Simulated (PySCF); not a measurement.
PySCF input (CCSD(T)/cc-pVDZ):

```python
from pyscf import gto, scf, mp, cc as ccmod

mol = gto.M(
    atom='''
    Si    0.00223457   -0.00101284    0.09492492
    H     0.00260731    1.28256971   -0.65129472
    H    -0.03389125   -1.26838990   -0.67765412
    ''',
    basis='cc-pvdz',
    charge=0,
    spin=2,
    verbose=4,
)

mf = scf.UHF(mol)
mf.conv_tol = 1e-10
mf.max_cycle = 100
mf.kernel()
mo, _, stable, _ = mf.stability(return_status=True)
if not stable:
    mf.kernel(mf.make_rdm1(mo, mf.mo_occ))
mp2 = mp.MP2(mf, frozen=5).run()
cc = ccmod.CCSD(mf, frozen=5)
cc.max_cycle = 100
cc.kernel()
et = cc.ccsd_t()
print(f'E(CCSD(T)) = {cc.e_tot + et:.9f}')
```

Output:

```
PySCF version 2.14.0

[INPUT] verbose = 4
[INPUT] num. atoms = 3
[INPUT] num. electrons = 16
[INPUT] charge = 0
[INPUT] spin (= nelec alpha-beta = 2S) = 2
[INPUT] symmetry False subgroup None
[INPUT] Mole.unit = angstrom
[INPUT] Symbol           X                Y                Z      unit          X                Y                Z       unit  Magmom
[INPUT]  1 Si     0.002234570000  -0.001012840000   0.094924920000 AA    0.004222725306  -0.001913990208   0.179382101196 Bohr   0.0
[INPUT]  2 H      0.002607310000   1.282569710000  -0.651294720000 AA    0.004927101822   2.423705487563  -1.230768647175 Bohr   0.0
[INPUT]  3 H     -0.033891250000  -1.268389900000  -0.677654120000 AA   -0.064045180519  -2.396909530164  -1.280580693983 Bohr   0.0

nuclear repulsion = 10.1869656482072
number of shells = 11
number of NR pGTOs = 55
number of NR cGTOs = 28
basis = cc-pvdz
ecp = {}

******** <class 'pyscf.scf.uhf.UHF'> ********
method = UHF
initial guess = minao
damping factor = 0
level_shift factor = 0
DIIS = <class 'pyscf.scf.diis.CDIIS'>
diis_start_cycle = 1
diis_space = 8
diis_damp = 0
SCF conv_tol = 1e-10
SCF conv_tol_grad = None
SCF max_cycles = 100
direct_scf = True
direct_scf_tol = 1e-13
number electrons alpha = 9  beta = 7
Set gradient conv threshold to 1e-05
init E= -289.71553377344
  alpha nocc = 9  HOMO = -0.0716115186153838  LUMO = 0.128322463583322
  beta  nocc = 7  HOMO = -0.408539165451603  LUMO = -0.165069266371294

WARN: HOMO -0.0716115186153838 >= LUMO -0.165069266371294

cycle= 1 E= -289.984608165979  delta_E= -0.269  |g|= 0.127  |ddm|=    1
  alpha nocc = 9  HOMO = -0.310176339269679  LUMO = 0.172998011551254
  beta  nocc = 7  HOMO = -0.490536545869957  LUMO = -0.00997997727202371
  HOMO = -0.31017633927  LUMO = -0.00997997727202  gap/eV = 8.16876
cycle= 2 E= -290.006880966614  delta_E= -0.0223  |g|= 0.0449  |ddm|= 0.227
  alpha nocc = 9  HOMO = -0.297984656916026  LUMO = 0.19487028924603
  beta  nocc = 7  HOMO = -0.475212503714177  LUMO = 0.0276435497346794
  HOMO = -0.297984656916  LUMO = 0.0276435497347  gap/eV = 8.86079
cycle= 3 E= -290.010730855496  delta_E= -0.00385  |g|= 0.0165  |ddm|= 0.0819
  alpha nocc = 9  HOMO = -0.304742699839867  LUMO = 0.194109188338643
  beta  nocc = 7  HOMO = -0.481369386328633  LUMO = 0.0294131436245224
  HOMO = -0.30474269984  LUMO = 0.0294131436245  gap/eV = 9.09284
cycle= 4 E= -290.011398507087  delta_E= -0.000668  |g|= 0.00638  |ddm|= 0.0386
  alpha nocc = 9  HOMO = -0.305799066751989  LUMO = 0.193331982517066
  beta  nocc = 7  HOMO = -0.48312746777328  LUMO = 0.0299422238003002
  HOMO = -0.305799066752  LUMO = 0.0299422238003  gap/eV = 9.13599
cycle= 5 E= -290.011509991026  delta_E= -0.000111  |g|= 0.0026  |ddm|= 0.0158
  alpha nocc = 9  HOMO = -0.306021821227544  LUMO = 0.193578840720747
  beta  nocc = 7  HOMO = -0.483411040240529  LUMO = 0.0305415258913322
  HOMO = -0.306021821228  LUMO = 0.0305415258913  gap/eV = 9.15836
cycle= 6 E= -290.011530884086  delta_E= -2.09e-05  |g|= 0.000754  |ddm|= 0.00888
  alpha nocc = 9  HOMO = -0.306035405915392  LUMO = 0.1934357493714
  beta  nocc = 7  HOMO = -0.483762831883888  LUMO = 0.03047735579809
  HOMO = -0.306035405915  LUMO = 0.0304773557981  gap/eV = 9.15698
cycle= 7 E= -290.011532657518  delta_E= -1.77e-06  |g|= 0.000244  |ddm|= 0.00319
  alpha nocc = 9  HOMO = -0.306066943410509  LUMO = 0.193444525936546
  beta  nocc = 7  HOMO = -0.483860248728126  LUMO = 0.0304466633424583
  HOMO = -0.306066943411  LUMO = 0.0304466633425  gap/eV = 9.15700
cycle= 8 E= -290.011532835282  delta_E= -1.78e-07  |g|= 8.25e-05  |ddm|= 0.00113
  alpha nocc = 9  HOMO = -0.306056920280479  LUMO = 0.193439079432266
  beta  nocc = 7  HOMO = -0.483892538450952  LUMO = 0.0304549094297912
  HOMO = -0.30605692028  LUMO = 0.0304549094298  gap/eV = 9.15695
cycle= 9 E= -290.011532853068  delta_E= -1.78e-08  |g|= 1.1e-05  |ddm|= 0.000368
  alpha nocc = 9  HOMO = -0.306057143091429  LUMO = 0.193441309886655
  beta  nocc = 7  HOMO = -0.483890094263645  LUMO = 0.0304544091441104
  HOMO = -0.306057143091  LUMO = 0.0304544091441  gap/eV = 9.15695
cycle= 10 E= -290.011532853299  delta_E= -2.3e-10  |g|= 2.6e-06  |ddm|= 2.8e-05
  alpha nocc = 9  HOMO = -0.306057657272857  LUMO = 0.193441293118799
  beta  nocc = 7  HOMO = -0.483890328339489  LUMO = 0.0304541332069457
  HOMO = -0.306057657273  LUMO = 0.0304541332069  gap/eV = 9.15695
cycle= 11 E= -290.011532853314  delta_E= -1.55e-11  |g|= 4.99e-07  |ddm|= 7.77e-06
  alpha nocc = 9  HOMO = -0.306057787177596  LUMO = 0.193441338678763
  beta  nocc = 7  HOMO = -0.483890321088022  LUMO = 0.0304540800315878
  HOMO = -0.306057787178  LUMO = 0.0304540800316  gap/eV = 9.15695
Extra cycle  E= -290.011532853314  delta_E= -3.98e-13  |g|= 2.31e-07  |ddm|= 8.98e-07
converged SCF energy = -290.011532853314  <S^2> = 2.0055637  2S+1 = 3.0037069
uhf_internal: lowest eigs of H = [0.35765065 0.37111783 0.38288497]
<class 'pyscf.scf.uhf.UHF'> wavefunction is stable in the internal stability analysis

******** <class 'pyscf.mp.ump2.UMP2'> ********
nocc = (np.int64(4), np.int64(2)), nmo = (23, 23)
frozen orbitals 5
E(UMP2) = -290.083958408247  E_corr = -0.0724255549326059
E(SCS-UMP2) = -290.087545728459  E_corr = -0.0760128751447135
E_corr(same-spin) = -0.0125743739704772
E_corr(oppo-spin) = -0.0598511809621287

******** <class 'pyscf.cc.uccsd.UCCSD'> ********
CC2 = 0
CCSD nocc = (np.int64(4), np.int64(2)), nmo = (23, 23)
frozen orbitals 5
max_cycle = 100
direct = 0
conv_tol = 1e-07
conv_tol_normt = 1e-06
diis_space = 6
diis_start_cycle = 0
diis_start_energy_diff = 1e+09
Init t2, MP2 energy = -0.072425554970605
Init E_corr(UCCSD) = -0.0724255549706698
cycle = 1  E_corr(UCCSD) = -0.0879877216464428  dE = -0.0155621667  norm(t1,t2) = 0.05042
cycle = 2  E_corr(UCCSD) = -0.0920699857618636  dE = -0.00408226412  norm(t1,t2) = 0.0201698
cycle = 3  E_corr(UCCSD) = -0.0944760820601452  dE = -0.0024060963  norm(t1,t2) = 0.0102413
cycle = 4  E_corr(UCCSD) = -0.0943603410997995  dE = 0.00011574096  norm(t1,t2) = 0.00271898
cycle = 5  E_corr(UCCSD) = -0.0943808699649703  dE = -2.05288652e-05  norm(t1,t2) = 0.000700805
cycle = 6  E_corr(UCCSD) = -0.0943810010135765  dE = -1.31048606e-07  norm(t1,t2) = 0.00015306
cycle = 7  E_corr(UCCSD) = -0.0943818817532153  dE = -8.80739639e-07  norm(t1,t2) = 4.95066e-05
cycle = 8  E_corr(UCCSD) = -0.0943823644031193  dE = -4.82649904e-07  norm(t1,t2) = 1.14804e-05
cycle = 9  E_corr(UCCSD) = -0.0943824481128327  dE = -8.37097135e-08  norm(t1,t2) = 4.41859e-06
cycle = 10  E_corr(UCCSD) = -0.0943823434095147  dE = 1.04703318e-07  norm(t1,t2) = 1.51545e-06
cycle = 11  E_corr(UCCSD) = -0.0943823303131461  dE = 1.30963687e-08  norm(t1,t2) = 5.33673e-07
UCCSD converged
E(UCCSD) = -290.1059151836275  E_corr = -0.09438233031314609
UCCSD(T) correction = -0.00184611799569697
E(CCSD(T)) = -290.107761302
```

This is an excited triplet: at this geometry the singlet lies 0.46 eV lower at CCSD(T)/CBS(aug-cc-pV(T+d)Z,aug-cc-pV(Q+d)Z).
